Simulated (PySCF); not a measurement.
Compound: tert-butyl methyl sulfide, C₅H₁₂S.
InChI=1S/C5H12S/c1-5(2,3)6-4/h1-4H3

Computed, not measured: PBE0-D3(BJ)/def2-SVP geometry optimisation, gas phase (PySCF 2.14.0).

Take the most abundant isotopes and a rigid rotor. 

(1) What are A, B and C (MHz)?

(2) What kind of rotor is it?

(3) What does the inertial defect say?

(4) Give the other two planar moments, Paa and Pbb, and the rms extents of the mass along the axes.

(5) Which types of transition are allowed, and where do some lines up to J = 4 fall?

Results:

(1) Ia = 134.40, Ib = 236.69, Ic = 256.61 u·Å²; 505379 MHz·u·Å²/I gives A = 3760, B = 2135, C = 1969 MHz.

(2) An asymmetric top: κ = (2 × 2135 − 3760 − 1969)/(3760 − 1969) = -0.81.

(3) Not planar: Δ = Ic − Ia − Ib = -114.48 u·Å². For a rigid frame Δ = −2 Σ m c², so Σ m c² = 57.24 u·Å² lies off the ab plane: 19.33 from hydrogen and 37.91 from heavier atoms. The atom farthest from that plane is 2.16 Å away.

(4) Paa = Σ m a² = (Ib + Ic − Ia)/2 = 179.45 and Pbb = Σ m b² = (Ia + Ic − Ib)/2 = 77.16 u·Å². With the mass M = 104.07 u, the rms extents √(P/M) along a, b and c are 1.31, 0.86, 0.74 Å.

(5) The dipole components are |μa| = 0.42 D, |μb| = 1.47 D, |μc| = 0.00 D; the mirror of this Cs structure is the ab plane, so μc vanishes by symmetry and there are no c-type lines. Intensities carry the squares of the components, which stand as 0.08 : 1.00 (a : b). Some lines, for components of 0.1 D or more:

```json
{"type": "b", "branch": "Q", "J(Ka,Kc)": "1(1,0) ← 1(0,1)", "MHz": "1791", "lower level (cm⁻¹)": "0.137"}
{"type": "b", "branch": "Q", "J(Ka,Kc)": "4(1,3) ← 4(0,4)", "MHz": "2680", "lower level (cm⁻¹)": "1.363"}
{"type": "a", "branch": "R", "J(Ka,Kc)": "1(0,1) ← 0(0,0)", "MHz": "4105", "lower level (cm⁻¹)": "0.000"}
{"type": "b", "branch": "Q", "J(Ka,Kc)": "3(2,1) ← 3(1,2)", "MHz": "4694", "lower level (cm⁻¹)": "0.895"}
{"type": "b", "branch": "Q", "J(Ka,Kc)": "2(2,0) ← 2(1,1)", "MHz": "4887", "lower level (cm⁻¹)": "0.476"}
{"type": "a", "branch": "R", "J(Ka,Kc)": "2(0,2) ← 1(0,1)", "MHz": "8197", "lower level (cm⁻¹)": "0.137"}
{"type": "b", "branch": "R", "J(Ka,Kc)": "3(0,3) ← 2(1,2)", "MHz": "10795", "lower level (cm⁻¹)": "0.459"}
{"type": "b", "branch": "Q", "J(Ka,Kc)": "4(4,1) ← 4(3,2)", "MHz": "11935", "lower level (cm⁻¹)": "1.883"}
{"type": "a", "branch": "R", "J(Ka,Kc)": "3(1,3) ← 2(1,2)", "MHz": "12058", "lower level (cm⁻¹)": "0.459"}
{"type": "a", "branch": "R", "J(Ka,Kc)": "3(0,3) ← 2(0,2)", "MHz": "12266", "lower level (cm⁻¹)": "0.410"}
{"type": "a", "branch": "R", "J(Ka,Kc)": "3(2,2) ← 2(2,1)", "MHz": "12314", "lower level (cm⁻¹)": "0.639"}
{"type": "a", "branch": "R", "J(Ka,Kc)": "3(2,1) ← 2(2,0)", "MHz": "12362", "lower level (cm⁻¹)": "0.639"}
{"type": "b", "branch": "R", "J(Ka,Kc)": "2(2,1) ← 1(1,0)", "MHz": "13250", "lower level (cm⁻¹)": "0.197"}
{"type": "b", "branch": "R", "J(Ka,Kc)": "2(2,0) ← 1(1,1)", "MHz": "13428", "lower level (cm⁻¹)": "0.191"}
{"type": "b", "branch": "R", "J(Ka,Kc)": "3(1,3) ← 2(0,2)", "MHz": "13529", "lower level (cm⁻¹)": "0.410"}
{"type": "b", "branch": "R", "J(Ka,Kc)": "4(0,4) ← 3(1,3)", "MHz": "15038", "lower level (cm⁻¹)": "0.862"}
{"type": "a", "branch": "R", "J(Ka,Kc)": "4(1,4) ← 3(1,3)", "MHz": "16064", "lower level (cm⁻¹)": "0.862"}
{"type": "a", "branch": "R", "J(Ka,Kc)": "4(0,4) ← 3(0,3)", "MHz": "16302", "lower level (cm⁻¹)": "0.819"}
{"type": "a", "branch": "R", "J(Ka,Kc)": "4(1,3) ← 3(1,2)", "MHz": "16724", "lower level (cm⁻¹)": "0.895"}
{"type": "b", "branch": "R", "J(Ka,Kc)": "3(2,1) ← 2(1,2)", "MHz": "17746", "lower level (cm⁻¹)": "0.459"}
{"type": "b", "branch": "R", "J(Ka,Kc)": "3(3,1) ← 2(2,0)", "MHz": "20849", "lower level (cm⁻¹)": "0.639"}
{"type": "b", "branch": "R", "J(Ka,Kc)": "3(3,0) ← 2(2,1)", "MHz": "20861", "lower level (cm⁻¹)": "0.639"}
{"type": "b", "branch": "R", "J(Ka,Kc)": "4(2,3) ← 3(1,2)", "MHz": "21043", "lower level (cm⁻¹)": "0.895"}
{"type": "b", "branch": "R", "J(Ka,Kc)": "4(2,2) ← 3(1,3)", "MHz": "22214", "lower level (cm⁻¹)": "0.862"}
```

No frequency check. Constants of a rigid frame at the computed geometry: no zero-point averaging, no centrifugal distortion. A rigid rotor knows nothing of internal rotation, which can split or shift real lines.

The values belong to the conformer `[CH3:1][S:2][C:3]([CH3:4])([CH3:5])[CH3:6]`: C1–S2–C3–C4 62°.
